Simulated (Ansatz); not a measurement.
# Fe₂As: computed properties

Level of theory: Ansatz 0.2.0, DFT PBEsol, scalar-relativistic, plane waves, PAW.

Plane waves to 420 eV, a k mesh through Γ of 10×10×6 on the computed 6-atom cell and Gaussian smearing (0.10 eV); collinear spin from starting moments 1.13 1.13 2.37 2.37 0 0 μB.

The structure is relaxed at this level of theory with its symmetry kept. Whether it is the stable form of this composition wasn't checked.

```xyz
6
Lattice="3.5703 0.0000 0.0000 0.0000 3.5703 0.0000 0.0000 0.0000 5.7648" Properties=species:S:1:pos:R:3 pbc="T T T"
Fe    0.0000    0.0000    0.0000
Fe    1.7851    1.7851    0.0000
Fe    0.0000    1.7851    1.8618
Fe    1.7851    0.0000    3.9030
As    0.0000    1.7851    4.2162
As    1.7851    0.0000    1.5486
```

```json
{"Space group": "P4/nmm (No. 129)", "Volume per atom": "12.25 Å³", "Formation energy from the elements' standard states (uncorrected)": "-0.122 eV/atom", "Kohn–Sham band gap": "none (metal)", "Density of states at the Fermi level": "6.01 states/eV per cell", "Löwdin character within 0.5 eV of the Fermi level": "Fe 3d 90 %", "Bader charges (e)": "Fe (2 in the cell) 0.10, Fe (2 in the cell) 0.39, As (2 in the cell) -0.49", "Total moment": "6.30 μB per cell", "Site moments (μB; atoms counted from 1 over the whole cell)": "Fe (atom 1) 1.02, Fe (atom 2) 1.02, Fe (atom 3) 2.15, Fe (atom 4) 2.15, As (atom 5) -0.04, As (atom 6) -0.04"}
```

Only this magnetic start was tried.